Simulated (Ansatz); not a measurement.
Basis-set extrapolation for CH₆AlB (`[BH2][AlH][CH3]`) (PBE0-D4/def2-TZVP geometry, frozen core, Ansatz). Multiplicity 1, RHF reference.

|  | def2-TZVPP | def2-QZVPP |
| --- | --- | --- |
| HF | -307.945473 | -307.955888 |
| MP2 correlation | -0.359893 | -0.383209 |
| CCSD(T) correlation | -0.420071 | not run |

Energies in hartree. Use E(X) = E(∞) + A·exp(−7.88·√X) for Hartree–Fock and E(X) = E(∞) + B·X^(−2.97) for correlation, with X = 3 and 4, and add CCSD(T) minus MP2 of the smaller set to the MP2 limit.

Question: What is the CCSD(T) energy at the basis-set limit?

Answer: HF limit: -307.955888 + (-0.010415) × 0.13774 = -307.95732. MP2 limit: -0.383209 + (-0.023316) × 0.74074 = -0.40048. Higher-order term: -0.420071 − (-0.359893) = -0.06018. Total: -308.41798 hartree, 137.7 kJ/mol below CCSD(T)/def2-TZVPP.
